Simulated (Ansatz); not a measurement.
A short molecular-dynamics run on C2H2N2O2.

```yaml
crystal:
  periodic: [false, false, false]
  atoms:
    - {symbol: N, position_ang: [0.053548, -1.399208, 0.565326]}
    - {symbol: C, position_ang: [-0.396380, -0.159845, 0.287349]}
    - {symbol: N, position_ang: [0.530560, 0.532941, -0.529605]}
    - {symbol: C, position_ang: [0.446794, 1.661603, -0.965959]}
    - {symbol: O, position_ang: [0.474749, 2.717268, -1.433766]}
    - {symbol: O, position_ang: [-1.436871, 0.306042, 0.671974]}
    - {symbol: H, position_ang: [0.933774, -1.721341, 0.209642]}
    - {symbol: H, position_ang: [-0.514175, -1.994559, 1.139239]}
basis:
  gaussian: {orbitals: def2-SVP}
magnetization: {spin_polarized: true, initial_magnetization: 0}
hamiltonian: {xc: {name: revPBE}}
md: {timestep: 2 fs, n_steps: 30, ensemble: nvt_langevin, temperature: 700, initial_velocities: maxwell_boltzmann, friction: 0.01, seed: 754}
```

```sh
$ ansatz run in.yaml --threads 2 --pin off --events-out ev --progress --plain --max-ram 4352MiB
```

```csv
step,time (fs),potential energy (eV),kinetic (eV),T (K),conserved (eV)
0,0.0,-9171.9218,0.6334,612,–
1,2.0,-9171.9044,0.6598,638,–
2,4.0,-9171.9111,0.6548,633,–
3,6.0,-9171.8713,0.5726,554,–
4,8.0,-9171.7936,0.5696,551,–
5,10.0,-9171.6632,0.4532,438,–
6,12.0,-9171.5570,0.3677,356,–
7,14.0,-9171.5155,0.2460,238,–
8,16.0,-9171.5130,0.2528,244,–
9,18.0,-9171.5194,0.2919,282,–
10,20.0,-9171.4884,0.2960,286,–
11,22.0,-9171.5014,0.3510,339,–
12,24.0,-9171.5063,0.4034,390,–
13,26.0,-9171.5529,0.4804,465,–
14,28.0,-9171.5608,0.4296,415,–
15,30.0,-9171.4805,0.4101,397,–
16,32.0,-9171.4042,0.3053,295,–
17,34.0,-9171.4056,0.3053,295,–
18,36.0,-9171.5286,0.3925,380,–
19,38.0,-9171.5970,0.3942,381,–
20,40.0,-9171.6007,0.3828,370,–
21,42.0,-9171.6123,0.4447,430,–
22,44.0,-9171.7870,0.6443,623,–
23,46.0,-9171.7664,0.7286,705,–
24,48.0,-9171.7534,0.7652,740,–
25,50.0,-9171.7135,0.7803,755,–
26,52.0,-9171.7510,0.8041,778,–
27,54.0,-9171.7450,0.8778,849,–
28,56.0,-9171.6232,0.7126,689,–
29,58.0,-9171.4196,0.4420,427,–
30,60.0,-9171.3136,0.3659,354,–
```

Velocities are drawn at the set temperature; a run this short doesn't reach equilibrium.

Frames (Å, forces in eV/Å):

```xyz
8
time=0.0 fs
N     0.054   -1.399    0.565    0.150   -0.390    0.082
C    -0.396   -0.160    0.287    0.536   -0.229   -0.203
N     0.531    0.533   -0.530    0.472   -1.051    0.185
C     0.447    1.662   -0.966    0.033   -0.544    0.214
O     0.475    2.717   -1.434    0.053    2.289   -1.010
O    -1.437    0.306    0.672   -1.503    0.668    0.557
H     0.934   -1.721    0.210    0.620   -0.299   -0.220
H    -0.514   -1.995    1.139   -0.361   -0.446    0.394
8
time=2.0 fs
N     0.051   -1.434    0.570   -1.075   -0.059    0.604
C    -0.389   -0.162    0.295    1.668   -1.285   -0.576
N     0.539    0.546   -0.531    0.354   -1.343    0.515
C     0.437    1.680   -0.954    0.143   -0.743    0.163
O     0.464    2.727   -1.440   -0.010    2.321   -0.964
O    -1.419    0.307    0.662   -2.345    0.938    0.953
H     0.932   -1.757    0.218    0.590   -0.372   -0.207
H    -0.583   -2.057    1.112    0.675    0.543   -0.487
8
time=4.0 fs
N     0.046   -1.473    0.576    0.298    0.838   -0.437
C    -0.372   -0.169    0.297    1.185   -1.661   -0.339
N     0.547    0.554   -0.528    0.358   -1.510    0.685
C     0.427    1.690   -0.944    0.287    0.494   -0.546
O     0.456    2.743   -1.452   -0.097    0.936   -0.261
O    -1.408    0.311    0.658   -1.784    0.564    0.836
H     0.956   -1.814    0.223   -0.638    0.064    0.248
H    -0.616   -2.094    1.063    0.390    0.276   -0.185
8
time=6.0 fs
N     0.040   -1.512    0.580    0.962    1.882   -1.043
C    -0.353   -0.179    0.295   -0.230   -1.472    0.242
N     0.554    0.557   -0.522    0.375   -1.009    0.495
C     0.418    1.700   -0.938    0.447    1.219   -1.040
O     0.449    2.761   -1.466   -0.166   -0.534    0.491
O    -1.404    0.316    0.656   -0.389   -0.212    0.404
H     0.953   -1.877    0.239   -0.861    0.227    0.276
H    -0.639   -2.124    1.014   -0.137   -0.100    0.175
8
time=8.0 fs
N     0.034   -1.545    0.579    0.011    2.364   -0.714
C    -0.334   -0.195    0.292   -1.650   -0.890    0.685
N     0.562    0.556   -0.513    0.397    0.219   -0.068
C     0.411    1.714   -0.938    0.599    0.605   -0.875
O     0.444    2.779   -1.478   -0.189   -1.409    0.928
O    -1.402    0.320    0.654    0.896   -0.995    0.028
H     0.920   -1.935    0.260   -0.054   -0.006   -0.068
H    -0.678   -2.153    0.978   -0.010    0.112    0.084
8
time=10.0 fs
N     0.027   -1.572    0.577   -0.444    2.584   -0.518
C    -0.319   -0.214    0.292   -2.564   -0.119    0.782
N     0.570    0.556   -0.503    0.423    1.415   -0.670
C     0.408    1.730   -0.942    0.674   -0.653   -0.297
O     0.437    2.796   -1.484   -0.160   -1.676    1.024
O    -1.399    0.322    0.650    1.712   -1.641   -0.146
H     0.884   -2.004    0.269    0.440   -0.063   -0.295
H    -0.712   -2.171    0.939   -0.081    0.153    0.121
8
time=12.0 fs
N     0.022   -1.593    0.575   -0.542    2.130   -0.388
C    -0.310   -0.233    0.294   -2.675    0.584    0.528
N     0.577    0.561   -0.494    0.426    1.892   -0.955
C     0.409    1.742   -0.946    0.647   -1.632    0.209
O     0.429    2.806   -1.490   -0.104   -1.547    0.934
O    -1.390    0.322    0.643    1.858   -2.006   -0.093
H     0.854   -2.081    0.263    0.322    0.226   -0.308
H    -0.749   -2.185    0.896    0.067    0.353    0.073
8
time=14.0 fs
N     0.018   -1.606    0.574   -0.141    1.445   -0.502
C    -0.308   -0.247    0.297   -2.015    0.976    0.020
N     0.584    0.570   -0.492    0.374    1.536   -0.809
C     0.416    1.747   -0.949    0.557   -1.605    0.235
O     0.422    2.812   -1.495   -0.057   -1.560    0.940
O    -1.374    0.319    0.638    1.359   -1.985    0.145
H     0.832   -2.147    0.242   -0.213    0.772   -0.126
H    -0.781   -2.190    0.848    0.138    0.419    0.098
8
time=16.0 fs
N     0.013   -1.615    0.572    0.618    1.690   -0.776
C    -0.314   -0.257    0.299   -0.882    1.083   -0.564
N     0.592    0.584   -0.497    0.229    0.501   -0.288
C     0.424    1.747   -0.952    0.426   -0.849   -0.083
O     0.416    2.815   -1.496   -0.026   -1.584    0.960
O    -1.360    0.312    0.635    0.535   -1.678    0.438
H     0.804   -2.182    0.211   -0.314    0.990   -0.062
H    -0.794   -2.174    0.796   -0.585   -0.153    0.376
8
time=18.0 fs
N     0.009   -1.619    0.570   -0.208    2.259   -0.405
C    -0.325   -0.264    0.299    0.648    0.805   -1.136
N     0.600    0.600   -0.507    0.102   -0.957    0.417
C     0.433    1.744   -0.954    0.260    0.295   -0.561
O     0.411    2.814   -1.496   -0.012   -1.469    0.912
O    -1.346    0.300    0.633   -0.689   -1.015    0.806
H     0.756   -2.177    0.174    0.509    0.404   -0.444
H    -0.823   -2.155    0.751   -0.610   -0.323    0.411
8
time=20.0 fs
N     0.003   -1.618    0.570   -1.764    2.104    0.156
C    -0.334   -0.266    0.297    2.165    0.221   -1.630
N     0.606    0.611   -0.515    0.115   -2.079    0.901
C     0.445    1.742   -0.961    0.044    0.885   -0.722
O     0.406    2.811   -1.493    0.027   -1.016    0.665
O    -1.334    0.286    0.633   -2.176   -0.067    1.254
H     0.713   -2.149    0.118    1.086   -0.200   -0.820
H    -0.876   -2.142    0.719    0.503    0.152    0.195
8
time=22.0 fs
N    -0.005   -1.615    0.572   -0.388    1.153   -0.773
C    -0.334   -0.266    0.292    2.849   -0.100   -1.798
N     0.613    0.616   -0.519    0.134   -2.470    1.034
C     0.461    1.739   -0.972   -0.152    0.476   -0.379
O     0.401    2.804   -1.491    0.081   -0.245    0.231
O    -1.327    0.270    0.634   -3.059    0.674    1.481
H     0.704   -2.126    0.024   -0.217    0.425    0.087
H    -0.906   -2.118    0.698    0.752    0.087    0.118
8
time=24.0 fs
N    -0.012   -1.609    0.575    1.772    1.112   -1.921
C    -0.327   -0.263    0.282    2.262    0.141   -1.422
N     0.624    0.613   -0.518    0.057   -1.985    0.792
C     0.479    1.740   -0.985   -0.241   -1.196    0.537
O     0.397    2.794   -1.488    0.097    0.931   -0.399
O    -1.330    0.253    0.638   -2.700    0.841    1.230
H     0.684   -2.094   -0.071   -1.047    0.710    0.981
H    -0.904   -2.079    0.683   -0.200   -0.554    0.201
8
time=26.0 fs
N    -0.012   -1.600    0.577    2.136    1.325   -2.029
C    -0.311   -0.258    0.267    0.430    0.809   -0.516
N     0.636    0.606   -0.513   -0.013   -1.106    0.368
C     0.498    1.740   -0.995   -0.308   -2.960    1.470
O     0.394    2.785   -1.487    0.104    1.870   -0.897
O    -1.342    0.236    0.644   -1.167    0.515    0.514
H     0.619   -2.054   -0.131   -0.500    0.242    0.810
H    -0.900   -2.059    0.674   -0.683   -0.695    0.280
8
time=28.0 fs
N    -0.006   -1.588    0.575    0.323    0.887   -1.130
C    -0.291   -0.251    0.253   -1.790    1.310    0.553
N     0.647    0.597   -0.507    0.008   -0.688    0.148
C     0.519    1.731   -1.001   -0.524   -2.595    1.399
O     0.390    2.781   -1.488    0.238    1.287   -0.667
O    -1.358    0.220    0.650    0.646    0.181   -0.313
H     0.539   -2.017   -0.163    0.652   -0.570   -0.212
H    -0.917   -2.071    0.673    0.447    0.187    0.223
8
time=30.0 fs
N    -0.002   -1.577    0.569   -0.006    0.147   -1.262
C    -0.274   -0.242    0.241   -3.435    1.237    1.424
N     0.656    0.589   -0.500    0.103   -0.812    0.178
C     0.541    1.713   -1.002   -0.921   -0.210    0.394
O     0.389    2.781   -1.491    0.552   -0.600    0.158
O    -1.372    0.205    0.657    1.935    0.136   -0.923
H     0.490   -2.005   -0.210    0.753   -0.614   -0.153
H    -0.925   -2.077    0.680    1.019    0.715    0.185
8
time=32.0 fs
N     0.001   -1.564    0.559    1.293   -0.310   -2.313
C    -0.266   -0.231    0.232   -4.084    0.704    1.921
N     0.663    0.580   -0.494    0.224   -0.998    0.246
C     0.562    1.693   -1.002   -1.349    2.261   -0.656
O     0.386    2.783   -1.494    0.914   -2.409    0.930
O    -1.380    0.192    0.664    2.415    0.372   -1.213
H     0.471   -2.015   -0.260    0.238   -0.045    0.797
H    -0.902   -2.056    0.688    0.349    0.424    0.287
8
time=34.0 fs
N     0.006   -1.552    0.542    2.169    0.080   -2.318
C    -0.270   -0.219    0.228   -3.546   -0.125    1.913
N     0.668    0.567   -0.491    0.338   -0.544    0.017
C     0.578    1.679   -1.004   -1.609    3.077   -0.972
O     0.383    2.779   -1.494    1.149   -3.199    1.246
O    -1.377    0.180    0.668    1.885    0.870   -1.082
H     0.460   -2.022   -0.272    0.277    0.038    0.729
H    -0.869   -2.023    0.706   -0.664   -0.197    0.468
8
time=36.0 fs
N     0.019   -1.538    0.519    0.813   -0.002   -1.032
C    -0.284   -0.208    0.231   -1.739   -0.963    1.118
N     0.675    0.553   -0.489    0.330    0.456   -0.402
C     0.587    1.676   -1.004   -1.641    2.150   -0.543
O     0.381    2.770   -1.492    1.183   -2.918    1.116
O    -1.368    0.172    0.667    0.390    1.542   -0.466
H     0.462   -2.030   -0.256    0.645   -0.235   -0.079
H    -0.864   -2.005    0.742    0.019   -0.031    0.289
8
time=38.0 fs
N     0.034   -1.525    0.494   -0.464   -0.730   -0.127
C    -0.304   -0.204    0.243    0.772   -1.435   -0.263
N     0.685    0.541   -0.486    0.144    1.472   -0.766
C     0.591    1.678   -1.005   -1.433   -0.032    0.450
O     0.381    2.754   -1.488    0.989   -1.625    0.542
O    -1.362    0.170    0.663   -1.535    2.154    0.416
H     0.487   -2.046   -0.253    0.586   -0.055   -0.187
H    -0.856   -2.000    0.778    0.941    0.251   -0.066
8
time=40.0 fs
N     0.045   -1.516    0.472    0.279   -1.061   -0.510
C    -0.322   -0.204    0.255    2.989   -1.650   -1.506
N     0.694    0.536   -0.483   -0.102    1.879   -0.840
C     0.587    1.680   -1.004   -1.027   -2.354    1.478
O     0.383    2.733   -1.483    0.619    0.304   -0.312
O    -1.360    0.173    0.659   -3.170    2.569    1.190
H     0.528   -2.054   -0.274    0.036    0.546    0.489
H    -0.803   -1.991    0.810    0.376   -0.233    0.010
8
time=42.0 fs
N     0.054   -1.509    0.451    1.539   -0.908   -1.145
C    -0.329   -0.209    0.265    3.274   -1.128   -1.977
N     0.699    0.535   -0.482   -0.285    1.438   -0.530
C     0.579    1.675   -0.999   -0.691   -3.412    1.910
O     0.387    2.712   -1.479    0.312    1.776   -0.965
O    -1.366    0.185    0.656   -3.047    2.269    1.286
H     0.583   -2.045   -0.292   -0.448    0.929    1.029
H    -0.732   -1.991    0.839   -0.654   -0.963    0.393
8
time=44.0 fs
N     0.067   -1.504    0.425    0.069   -1.461    0.266
C    -0.323   -0.221    0.271    1.160    0.447   -1.507
N     0.703    0.538   -0.481   -0.393    0.026    0.200
C     0.570    1.657   -0.990   -0.654   -1.804    1.112
O     0.391    2.698   -1.478    0.278    1.541   -0.836
O    -1.381    0.204    0.656   -0.758    1.054    0.569
H     0.637   -2.004   -0.275   -0.031    0.435    0.403
H    -0.689   -2.036    0.875    0.328   -0.237   -0.208
8
time=46.0 fs
N     0.081   -1.502    0.398   -1.793   -1.540    2.198
C    -0.313   -0.234    0.272   -1.261    2.053   -0.768
N     0.707    0.541   -0.477   -0.407   -1.775    1.079
C     0.559    1.635   -0.979   -0.750    1.131   -0.317
O     0.397    2.687   -1.477    0.341    0.428   -0.291
O    -1.400    0.222    0.657    1.656   -0.250   -0.209
H     0.696   -1.935   -0.241    1.233   -0.589   -0.908
H    -0.630   -2.099    0.900    0.981    0.542   -0.784
8
time=48.0 fs
N     0.088   -1.506    0.372   -0.320   -1.649    0.976
C    -0.307   -0.242    0.274   -2.731    2.892   -0.316
N     0.708    0.537   -0.468   -0.394   -2.383    1.382
C     0.546    1.622   -0.969   -0.627    1.962   -0.744
O     0.406    2.675   -1.473    0.249    0.310   -0.220
O    -1.416    0.240    0.658    3.109   -1.152   -0.627
H     0.802   -1.876   -0.240    0.421   -0.143   -0.021
H    -0.528   -2.140    0.903    0.294    0.164   -0.430
8
time=50.0 fs
N     0.094   -1.514    0.348    1.802   -0.605   -0.905
C    -0.308   -0.240    0.280   -3.060    2.564   -0.137
N     0.707    0.526   -0.459   -0.476   -1.567    1.039
C     0.534    1.619   -0.961   -0.294    0.660   -0.164
O     0.419    2.664   -1.470    0.090    0.997   -0.532
O    -1.425    0.255    0.660    3.581   -1.570   -0.731
H     0.922   -1.818   -0.223   -0.912    0.329    0.909
H    -0.404   -2.175    0.898   -0.731   -0.808    0.521
8
time=52.0 fs
N     0.108   -1.522    0.321    1.095   -0.724   -0.191
C    -0.320   -0.233    0.286   -2.348    1.458   -0.165
N     0.704    0.513   -0.449   -0.597   -0.111    0.418
C     0.523    1.621   -0.954    0.051   -1.010    0.561
O     0.435    2.656   -1.470   -0.006    1.547   -0.779
O    -1.426    0.265    0.661    3.173   -1.577   -0.585
H     1.008   -1.753   -0.168   -1.002    0.315    0.724
H    -0.296   -2.242    0.915   -0.365    0.102    0.017
8
time=54.0 fs
N     0.129   -1.529    0.292   -0.587   -0.993    1.259
C    -0.345   -0.222    0.293   -0.320   -0.233   -0.547
N     0.698    0.500   -0.436   -0.703    0.974    0.000
C     0.515    1.618   -0.944    0.274   -1.175    0.530
O     0.452    2.653   -1.474   -0.015    1.096   -0.527
O    -1.420    0.270    0.661    1.682   -1.104   -0.115
H     1.065   -1.689   -0.095   -0.214    0.231    0.128
H    -0.193   -2.299    0.935   -0.116    1.203   -0.729
8
time=56.0 fs
N     0.147   -1.537    0.270   -1.198   -0.222    1.369
C    -0.373   -0.208    0.299    2.644   -2.292   -1.186
N     0.693    0.493   -0.424   -0.804    1.140    0.045
C     0.509    1.608   -0.929    0.407    0.436   -0.414
O     0.467    2.652   -1.479   -0.021   -0.202    0.189
O    -1.410    0.269    0.661   -0.757   -0.113    0.636
H     1.117   -1.609   -0.020    0.209    0.229   -0.166
H    -0.091   -2.317    0.925   -0.480    1.023   -0.472
8
time=58.0 fs
N     0.161   -1.545    0.253   -0.178    1.212    0.336
C    -0.390   -0.197    0.300    4.777   -3.788   -1.591
N     0.689    0.492   -0.412   -0.825    0.953    0.214
C     0.504    1.602   -0.914    0.517    1.997   -1.373
O     0.481    2.648   -1.486   -0.069   -1.199    0.801
O    -1.402    0.267    0.663   -2.748    0.756    1.240
H     1.173   -1.514    0.041   -0.579    0.060   -0.059
H    -0.011   -2.303    0.905   -0.894    0.008    0.432
8
time=60.0 fs
N     0.174   -1.548    0.241    0.749    1.657    0.115
C    -0.388   -0.194    0.295    4.529   -4.012   -1.291
N     0.682    0.492   -0.400   -0.658    1.387   -0.015
C     0.504    1.604   -0.904    0.608    2.021   -1.554
O     0.495    2.643   -1.496   -0.103   -1.360    0.987
O    -1.399    0.266    0.666   -2.896    0.790    1.230
H     1.213   -1.419    0.090   -1.336   -0.412    0.009
H     0.033   -2.299    0.906   -0.894   -0.070    0.520
```

Run time 41 s (2 threads of an INTEL XEON PLATINUM 8581C on a shared host); peak host memory 0.16 GiB.
